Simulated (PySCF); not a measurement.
## Exact simulation of a proton spin system

Molecule: SMILES C=CC#CC, C5H6.

Geometry (Å), atoms numbered from 1 in this order:
```xyz
11

C    -2.415    0.380    0.918
C    -1.579   -0.517    0.374
C    -0.200   -0.288    0.106
C     0.980   -0.116   -0.131
C     2.389    0.092   -0.413
H    -2.074    1.380    1.199
H    -3.464    0.132    1.093
H    -1.963   -1.509    0.106
H     3.014   -0.213    0.441
H     2.601    1.153   -0.620
H     2.711   -0.493   -1.289
```

PySCF 2.14 calculation with PBE0-D3(BJ)/def2-SVP geometry, B3LYP/pcJ-1 coupling constants (without the spin–dipole term) and σ from GIAO-PBE0/pcSseg-1; rapidly exchanging positions averaged, one computed conformer, isolated molecule, relativity neglected.

Shifts are taken against calculated references (same method and geometry level): TMS for ¹H.

Shifts (ppm): H6 5.82, H7 5.64, H8 5.88, H9/H10/H11 2.05.
Couplings (Hz): H6–H7: 2.6; H6–H8: 18.9; H6–H9, H6–H10, H6–H11: -1.4; H7–H8: 12.7; H7–H9, H7–H10, H7–H11: -1.2; H8–H9, H8–H10, H8–H11: 3.5; H9–H10, H9–H11, H10–H11: -18.5.

The 6-spin Hamiltonian (Zeeman plus full scalar coupling among like nuclei) was diagonalised exactly; lines are Lorentzian, 1.0 Hz wide, and the maxima above 3 % are listed with the tallest set to 100.

Question: Give the ¹H peak list of this spin system at 100 MHz.

Answer: 
```json
{"Hz": "595.1", "ppm": "5.951", "height": "3"}
{"Hz": "592.8", "ppm": "5.928", "height": "9"}
{"Hz": "591.0", "ppm": "5.910", "height": "9"}
{"Hz": "588.4", "ppm": "5.884", "height": "19"}
{"Hz": "584.8", "ppm": "5.848", "height": "11"}
{"Hz": "582.9", "ppm": "5.829", "height": "33"}
{"Hz": "581.8", "ppm": "5.818", "height": "66"}
{"Hz": "570.5", "ppm": "5.705", "height": "24"}
{"Hz": "569.6", "ppm": "5.696", "height": "23"}
{"Hz": "563.2", "ppm": "5.632", "height": "18"}
{"Hz": "561.4", "ppm": "5.614", "height": "6"}
{"Hz": "559.8", "ppm": "5.598", "height": "6"}
{"Hz": "553.7", "ppm": "5.537", "height": "7"}
{"Hz": "205.6", "ppm": "2.056", "height": "99"}
{"Hz": "204.6", "ppm": "2.046", "height": "100"}
```

Question: And at 700 MHz?

Answer: 
Hz from δ = 0 (height): 4135.5 (6), 4132.2 (6), 4123.2 (7), 4120.0 (11), 4116.6 (15), 4113.3 (14), 4110.0 (5), 4107.7 (6), 4104.4 (16), 4101.2 (17), 4098.0 (6), 4084.7 (8), 4083.6 (18), 4082.4 (19), 4080.5 (22), 4079.4 (20), 4064.7 (8), 4063.5 (9), 4061.6 (8), 4060.5 (8), 4059.4 (4), 3957.1 (7), 3956.0 (14), 3954.8 (16), 3953.7 (13), 3952.9 (16), 3951.8 (14), 3945.1 (5), 3943.8 (12), 3942.6 (14), 3940.7 (14), 3939.6 (12), 3938.5 (6), 1437.7 (60), 1436.7 (100), 1435.5 (70), 1434.6 (71), 1433.4 (99), 1432.2 (57)

Question: Among coupled protons with different shifts, which pair is furthest from first order, and how does the field change that?

Answer: H6 and H8: Δν/J is about 0.3 at 100 MHz (strongly coupled) and 2.2 at 700 MHz (strongly coupled). J in Hz doesn't depend on the field, while Δν in Hz grows in proportion to it.

Unscaled 3J(H,H) at this level run about 9 % above measured values.
